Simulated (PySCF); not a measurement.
Compound: F5HP (charge -1).
SMILES: `F[PH-](F)(F)(F)F`

The closed-shell ground state was solved at several levels (PySCF, density fitting, gas phase, non-relativistic). Geometry: PBE0-D3(BJ)/def2-SVP; no solvent, vibrations or thermal averaging. The geometry's basis has no diffuse functions, a weakness for an anion. No diffuse functions stand in pcSseg-1 and pcSseg-2, which bears on an anion's orbital energies.

```json
{"level": "PBE0/pcSseg-1", "basis functions": "114", "HOMO (eV)": "-3.96", "LUMO (eV)": "6.97", "gap (eV)": "10.93"}
{"level": "PBE/pcSseg-2", "basis functions": "237", "HOMO (eV)": "-2.46", "LUMO (eV)": "5.28", "gap (eV)": "7.74"}
```

Question: What might PBE0/def2-SVPD (147 basis functions) give for the same quantities?

Answer: HOMO -4.31 eV, LUMO 5.25 eV, gap 9.56 eV.

Question: Over all these levels, which gives the widest orbital gap and which the narrowest?

Answer: PBE0/pcSseg-1 (global hybrid, 25 % exact exchange) has the widest, 10.93 eV, and PBE/pcSseg-2 (GGA) the narrowest, 7.74 eV. Functional and basis both differ between the two, so the spread mixes both effects.
